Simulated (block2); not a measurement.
# OF2 (oxygen difluoride): DMRG/STO-3G

What is the vertical ionisation energy of OF2 (oxygen difluoride) at DMRG/STO-3G? Input form: a Python script.

Program for the calculation: block2 0.5.4.

5 further runs of the same task are left out: 1 that didn't finish, 4 set aside as unsound or not needed.

### Step 1. The system as given

OF2: 3 atoms, total charge 0, spin state singlet. As SMILES, `FOF`. The shape is that of a GFN2-xTB optimisation.

Bond lengths: F1–O2 1.366 Å, O2–F3 1.366 Å. Angles: F1–O2–F3 106.0°.

### Step 2. A single-point energy at DMRG/STO-3G

dmrg.py reads:

```python
import numpy as np
from pyscf import cc, dft, gto, mcscf, mp, scf
from pyblock2._pyscf.ao2mo import integrals as itg
from pyblock2.driver.core import DMRGDriver, SymmetryTypes

geom = """
F      0.956190    -0.330530     0.490900
O      0.000730     0.544900     0.060070
F     -0.956920    -0.214370    -0.550970
"""
mol = gto.M(
    atom=geom,
    basis="sto-3g",
    charge=0,
    verbose=3,
)
print("basis functions: %d" % (mol.nao))
mf = scf.RHF(mol)
mf.conv_tol = 1e-10
mf.max_cycle = 200
mf.kernel()
if not mf.converged:
    mf = mf.newton().run(mf.mo_coeff, mf.mo_occ)
print(f"reference energy: {mf.e_tot:.10f}")
# single-reference ladder for comparison
ref = mf
pt = mp.MP2(ref, frozen=3).run()
mycc = cc.CCSD(ref, frozen=3)
mycc.max_cycle = 150
mycc.kernel()
print("E(MP2): %.10f" % (pt.e_tot))
if mycc.converged:
    print(f"E(CCSD): {mycc.e_tot:.10f}")
    print(f"E(CCSD(T)): {mycc.e_tot + mycc.ccsd_t():.10f}")
    print("T1: %.4f" % (mycc.get_t1_diagnostic()))
# a few density functionals on the same geometry and basis
ks = dft.RKS(mol, xc="tpssh").set(conv_tol=1e-9, verbose=3).run()
if ks.converged:
    print("E(TPSSh): %.8f" % (ks.e_tot))
ks = dft.RKS(mol, xc="hse06").set(conv_tol=1e-9, verbose=3).run()
if ks.converged:
    print(f"E(HSE06): {ks.e_tot:.8f}")
ks = dft.RKS(mol, xc="r2scan").set(conv_tol=1e-9, verbose=3).run()
if ks.converged:
    print("E(r2SCAN): %.8f" % (ks.e_tot))
ks = dft.RKS(mol, xc="revpbe").set(conv_tol=1e-9, verbose=3).run()
if ks.converged:
    print("E(revPBE): %.8f" % (ks.e_tot))
# natural orbitals of MP2 give a compact matrix product state
occ_no, mo = mcscf.addons.make_natural_orbitals(mp.MP2(mf, frozen=3).run())
mf.mo_coeff = mo
ncas, n_elec, spin, ecore, h1e, g2e, orb_sym = itg.get_rhf_integrals(mf, ncore=3, ncas=12, pg_symm=False, g2e_symm=8)
dmrg = DMRGDriver(scratch="./tmp", symm_type=SymmetryTypes.SU2, stack_mem=1500 << 20, n_threads=1)
dmrg.initialize_system(n_sites=ncas, n_elec=n_elec, spin=spin, orb_sym=orb_sym)
mpo = dmrg.get_qc_mpo(h1e=h1e, g2e=g2e, ecore=ecore, iprint=1)
psi = dmrg.get_random_mps(tag="GS", bond_dim=50, nroots=1)
bond_dims = [50] * 3 + [75] * 4 + [100] * 2
noises = [0.0001] * 3 + [0.0001] * 4 + [1e-05] * 2 + [0]
thrds = [1e-07] * 9
e = dmrg.dmrg(mpo, psi, n_sweeps=15, tol=1e-07, bond_dims=bond_dims, noises=noises, thrds=thrds, iprint=2)
ms, dws, es = dmrg.get_dmrg_results()
print("max discarded weight: %.3e" % (dws[-1]))
print("final energy: %.10f" % (e))
dm1 = dmrg.get_1pdm(psi)
print("natural occupations:", np.round(np.linalg.eigvalsh(dm1)[::-1], 5).tolist())
c_act = mf.mo_coeff[:, 3:15]
dm_ao = c_act @ dm1 @ c_act.T + 2 * mf.mo_coeff[:, :3] @ mf.mo_coeff[:, :3].T
print("dipole moment (debye):", np.round(scf.hf.dip_moment(mol, dm_ao, verbose=0), 4).tolist())
print("max block entropy: %.4f" % (max(dmrg.get_bipartite_entanglement(psi))))
# FCI check
ci = mcscf.CASCI(mf, 12, (10, 10))
ci.fix_spin_(ss=0)
ci.fcisolver.conv_tol = 1e-10
ci.fcisolver.max_cycle = 200
ci.kernel()
print("FCI energy: %.10f" % (ci.e_tot))
```

Run with:

```
python dmrg.py
```

Log:

```text
basis functions: 15
converged SCF energy = -269.796707300828
reference energy: -269.7967073008
E(RMP2) = -269.880130296782  E_corr = -0.0834229959534974
E(SCS-RMP2) = -269.892179604727  E_corr = -0.0954723038986354
E(CCSD) = -269.9145834531243  E_corr = -0.1178761522959346
E(MP2): -269.8801302968
E(CCSD): -269.9145834531
CCSD(T) correction = -0.00125436769917296
E(CCSD(T)): -269.9158378208
T1: 0.0090
converged SCF energy = -270.870170257953
E(TPSSh): -270.87017026
converged SCF energy = -270.629811725637
E(HSE06): -270.62981173
converged SCF energy = -270.763027755394
E(r2SCAN): -270.76302776
converged SCF energy = -270.767403075876
E(revPBE): -270.76740308
E(RMP2) = -269.880130296782  E_corr = -0.0834229959534974
E(SCS-RMP2) = -269.892179604727  E_corr = -0.0954723038986354
integral symmetrize error =  0.0
integral cutoff error =  0.0
mpo terms =      11806

[... 36 lines left out ...]
 --> Site =    4-   5 .. Mmps =   50 Ndav =   6 E =   -268.6498936131 Error = 1.02e-14 FLOPS = 1.11e+09 Tdav = 0.00 T = 0.06
[... 23 lines left out ...]
 <-- Site =    2-   3 .. Mmps =   50 Ndav =   1 E =   -269.9165376703 Error = 4.01e-11 FLOPS = 1.44e+09 Tdav = 0.00 T = 0.02
[... 32 lines left out ...]
 <-- Site =    9-  10 .. Mmps =   10 Ndav =   1 E =   -269.9165712142 Error = 0.00e+00 FLOPS = 8.56e+08 Tdav = 0.00 T = 0.01
[... 23 lines left out ...]
 --> Site =    5-   6 .. Mmps =   75 Ndav =   1 E =   -269.9165712142 Error = 7.66e-12 FLOPS = 2.70e+09 Tdav = 0.00 T = 0.14
[... 23 lines left out ...]
 <-- Site =    1-   2 .. Mmps =   64 Ndav =   1 E =   -269.9165712142 Error = 2.06e-20 FLOPS = 1.16e+09 Tdav = 0.00 T = 0.02
[... 32 lines left out ...]
 <-- Site =    8-   9 .. Mmps =   27 Ndav =   1 E =   -269.9165712142 Error = 0.00e+00 FLOPS = 1.74e+09 Tdav = 0.00 T = 0.02
[... 23 lines left out ...]
 --> Site =    6-   7 .. Mmps =  100 Ndav =   1 E =   -269.9165712142 Error = 2.90e-14 FLOPS = 2.55e+09 Tdav = 0.00 T = 0.20
[... 18 lines left out ...]
 <-- Site =    5-   6 .. Mmps =   57 Ndav =   2 E =   -269.9165712404 Error = 1.78e-20 FLOPS = 2.79e+09 Tdav = 0.01 T = 0.09
 <-- Site =    4-   5 .. Mmps =   47 Ndav =   1 E =   -269.9165712404 Error = 6.22e-20 FLOPS = 2.57e+09 Tdav = 0.00 T = 0.04
 <-- Site =    3-   4 .. Mmps =   41 Ndav =   2 E =   -269.9165712431 Error = 3.43e-20 FLOPS = 2.32e+09 Tdav = 0.00 T = 0.02
 <-- Site =    2-   3 .. Mmps =   29 Ndav =   1 E =   -269.9165712431 Error = 2.23e-21 FLOPS = 1.41e+09 Tdav = 0.00 T = 0.01
 <-- Site =    1-   2 .. Mmps =   14 Ndav =   1 E =   -269.9165712431 Error = 7.51e-22 FLOPS = 6.23e+08 Tdav = 0.00 T = 0.01
 <-- Site =    0-   1 .. Mmps =    5 Ndav =   1 E =   -269.9165712431 Error = 3.74e-23 FLOPS = 4.75e+07 Tdav = 0.00 T = 0.00
[... 8 lines left out ...]
max discarded weight: 6.218e-20
final energy: -269.9165712431
natural occupations: [1.9997, 1.99937, 1.99919, 1.99914, 1.99771, 1.99633, 1.99531, 1.99414, 1.92682, 1.9259, 0.0879, 0.07847]
dipole moment (debye): [0.0003, -0.2632, -0.0286]
max block entropy: 0.4004
CASCI E = -269.916571243653  E(CI) = -106.589899257157  S^2 = 0.0000000
FCI energy: -269.9165712437
```

It took 9 s on 1 thread of Arm Neoverse V2, shared host; peak memory 0.28 GiB.

### Step 3. The doublet cation: a single-point energy at DMRG/STO-3G

mol.xyz reads:

```xyz
3
F2O
F      0.956190    -0.330530     0.490900
O      0.000730     0.544900     0.060070
F     -0.956920    -0.214370    -0.550970
```

run_dmrg.py reads:

```python
import numpy as np
from pyscf import cc, dft, gto, mcscf, mp, scf
from pyblock2._pyscf.ao2mo import integrals as itg
from pyblock2.driver.core import DMRGDriver, SymmetryTypes

geom = "mol.xyz"
mol = gto.M(
    atom=geom,
    basis="sto-3g",
    charge=1,
    spin=1,
    verbose=4,
)
print("nao = %d" % (mol.nao))
mf = scf.ROHF(mol)
mf.conv_tol = 1e-10
mf.max_cycle = 200
mf.kernel()
if not mf.converged:
    mf = mf.newton().run(mf.mo_coeff, mf.mo_occ)
print(f"SCF energy = {mf.e_tot:.10f}")
ref = scf.UHF(mol).run(mf.make_rdm1(), conv_tol=1e-10)
pt = mp.MP2(ref, frozen=3).run()
mycc = cc.CCSD(ref, frozen=3)
mycc.max_cycle = 150
mycc.kernel()
print("E(MP2) = %.10f" % (pt.e_tot))
if mycc.converged:
    print("CCSD total energy = %.10f" % (mycc.e_tot))
    print(f"E(CCSD(T)) = {mycc.e_tot + mycc.ccsd_t():.10f}")
ks = dft.UKS(mol, xc="tpssh").set(conv_tol=1e-9, verbose=3).run(mf.make_rdm1())
if ks.converged:
    print("E(TPSSh) = %.8f" % (ks.e_tot))
ks = dft.UKS(mol, xc="hse06").set(conv_tol=1e-9, verbose=3).run(mf.make_rdm1())
if ks.converged:
    print(f"E(HSE06) = {ks.e_tot:.8f}")
ks = dft.UKS(mol, xc="r2scan").set(conv_tol=1e-9, verbose=3).run(mf.make_rdm1())
if ks.converged:
    print(f"E(r2SCAN) = {ks.e_tot:.8f}")
ks = dft.UKS(mol, xc="revpbe").set(conv_tol=1e-9, verbose=3).run(mf.make_rdm1())
if ks.converged:
    print(f"E(revPBE) = {ks.e_tot:.8f}")
occ_no, mo = mcscf.addons.make_natural_orbitals(mp.MP2(mf.to_uhf(), frozen=3).run())
mf.mo_coeff = mo
ncas, n_elec, spin, ecore, h1e, g2e, orb_sym = itg.get_rhf_integrals(mf, ncore=3, ncas=12, pg_symm=False, g2e_symm=8)
drv = DMRGDriver(scratch="./tmp", symm_type=SymmetryTypes.SU2, stack_mem=1500 << 20, n_threads=1)
drv.initialize_system(n_sites=ncas, n_elec=n_elec, spin=spin, orb_sym=orb_sym)
mpo = drv.get_qc_mpo(h1e=h1e, g2e=g2e, ecore=ecore, iprint=1)
occs = np.array([1.7] * 9 + [1.0] * 1 + [0.3] * 2)
mps = drv.get_random_mps(tag="GS", bond_dim=12, nroots=1, occs=occs)
bond_dims = [12] * 2 + [25] * 3 + [50] * 3 + [100] * 2
noises = [0.001] * 2 + [0.0001] * 3 + [0.0001] * 3 + [1e-05] * 2 + [0]
thrds = [1e-07] * 10
e = drv.dmrg(mpo, mps, n_sweeps=16, tol=1e-06, bond_dims=bond_dims, noises=noises, thrds=thrds, iprint=1)
ms, dws, es = drv.get_dmrg_results()
print("DW = %.3e" % (dws[-1]))
print(f"final energy = {e:.10f}")
dm1 = drv.get_1pdm(mps)
print("occupation numbers =", np.round(np.linalg.eigvalsh(dm1)[::-1], 5).tolist())
c_act = mf.mo_coeff[:, 3:15]
dm_ao = c_act @ dm1 @ c_act.T + 2 * mf.mo_coeff[:, :3] @ mf.mo_coeff[:, :3].T
print("dipole / D =", np.round(scf.hf.dip_moment(mol, dm_ao, verbose=0), 4).tolist())
print(f"largest bipartite entropy = {max(drv.get_bipartite_entanglement(mps)):.4f}")
csf, coef = drv.get_csf_coefficients(mps, cutoff=0.1, iprint=1)
print("leading coefficient squared = %.4f" % (np.max(np.abs(coef)) ** 2))
ci = mcscf.CASCI(mf, 12, (10, 9))
ci.fix_spin_(ss=0.75)
ci.fcisolver.conv_tol = 1e-10
ci.fcisolver.max_cycle = 200
ci.kernel()
print("E(FCI) = %.10f" % (ci.e_tot))
```

Run with:

```
python run_dmrg.py
```

Log:

```text
[INPUT] verbose = 4
[INPUT] num. atoms = 3
[INPUT] num. electrons = 25
[INPUT] charge = 1
[INPUT] spin (= nelec alpha-beta = 2S) = 1
[INPUT] symmetry False subgroup None
[INPUT] Mole.unit = angstrom
[INPUT] Symbol           X                Y                Z      unit          X                Y                Z       unit  Magmom
[INPUT]  1 F      0.956190000000  -0.330530000000   0.490900000000 AA    1.806937223048  -0.624611175952   0.927666554549 Bohr   0.0
[INPUT]  2 O      0.000730000000   0.544900000000   0.060070000000 AA    0.001379500071   1.029711765276   0.113515848303 Bohr   0.0
[INPUT]  3 F     -0.956920000000  -0.214370000000  -0.550970000000 AA   -1.808316723119  -0.405100589323  -1.041182402852 Bohr   0.0

nuclear repulsion = 75.4333872868266
number of shells = 9
number of NR pGTOs = 45
number of NR cGTOs = 15
basis = sto-3g
ecp = {}
CPU time:         0.44
nao = 15

[... 49 lines left out ...]
converged SCF energy = -269.443268372918
SCF energy = -269.4432683729
[... 76 lines left out ...]
converged SCF energy = -269.449417500324  <S^2> = 0.87464043  2S+1 = 2.1209813
[... 22 lines left out ...]
Init t2, MP2 energy = -0.0934315901812347
[... 20 lines left out ...]
UCCSD converged
[... 2 lines left out ...]
CCSD total energy = -269.6086014325
[... 11 lines left out ...]
converged SCF energy = -270.55080011335  <S^2> = 0.75027698  2S+1 = 2.000277
[... 10 lines left out ...]
converged SCF energy = -270.295097118003  <S^2> = 0.7505932  2S+1 = 2.0005931
[... 10 lines left out ...]
converged SCF energy = -270.444006383168  <S^2> = 0.75047859  2S+1 = 2.0004785
[... 10 lines left out ...]
converged SCF energy = -270.471070396436  <S^2> = 0.75015411  2S+1 = 2.0001541
[... 10 lines left out ...]
integral symmetrize error =  0.0
integral cutoff error =  0.0
[... 50 lines left out ...]
Sweep =   10 | Direction =  forward | Bond dimension =  100 | Noise =  0.00e+00 | Dav threshold =  1.00e-07
Time elapsed =      5.251 | E =    -269.6164217690 | DE = -5.31e-07 | DW = 2.61058e-08

DW = 2.611e-08
final energy = -269.6164217690
occupation numbers = [1.99884, 1.9983, 1.99559, 1.99033, 1.98908, 1.96329, 1.96011, 1.91328, 1.90794, 1.07371, 0.11049, 0.09905]
dipole / D = [0.001, 0.0075, 0.0014]
largest bipartite entropy = 1.0825
mps center changed (temporarily)
DTRIE T =      0.001
Number of CSF =          7 (cutoff =       0.1)
Sum of weights of included CSF =    0.913441841147181

CSF          0 222222222-00  =    0.869181108062213
CSF          1 222222-22200  =   -0.276180720099272
CSF          2 222222-+22-0  =    0.156142434386776
CSF          3 222222-2+20-  =    0.136592782454601
CSF          4 22222-22+2-0  =   -0.119662927417319
CSF          5 2222222+--+-  =    0.116719744227479
CSF          6 22222-2+220-  =   -0.103486663173780
leading coefficient squared = 0.7555

******** <class 'pyscf.mcscf.casci.CASCI'> ********
CAS (10e+9e, 12o), ncore = 3, nvir = 0
natorb = False
canonicalization = True
sorting_mo_energy = False
max_memory 1800 MB (current use 306 MB)
******** <class 'pyscf.fci.addons.SpinPenaltyFCISolver'> ********
max. cycles = 200
conv_tol = 1e-10
davidson only = True
linear dependence = 1e-12
level shift = 0.001
max iter space = 12
max_memory 1800 MB
nroots = 1
pspace_size = 400
spin = None
Density matrix diagonal elements [1.99804499 1.99490544 1.99732558 1.98740199 1.9809515  1.96009275
 1.87068443 1.89954199 1.9019837  1.16633241 0.13381234 0.10892288]
CASCI converged
CASCI E = -269.616422020706  E(CI) = -106.288633825876  S^2 = 0.7500000
E(FCI) = -269.6164220207
```

Run time: 12 s. Hardware: 1 thread of Arm Neoverse V2, shared host; peak memory 0.29 GiB.

### Step 4. Summary of results

At DMRG/STO-3G, 3 core orbitals frozen:

```
                                                                   quantity          value
                                           run 1, DMRG/STO-3G: total energy  -269.91657 Eh
run 1, DMRG/STO-3G: dipole moment (of the density that the program reports)         0.26 D
                         run 1, DMRG/STO-3G: T1 diagnostic of the CCSD step          0.009
                                               doublet cation: total energy  -269.61642 Eh
                         vertical ionisation energy (to the doublet cation)       8.167 eV
```

**Reading.** The vertical ionisation energy comes to 8.17 eV (788 kJ/mol). In a minimal basis such a difference can be off by several eV, whatever the method.
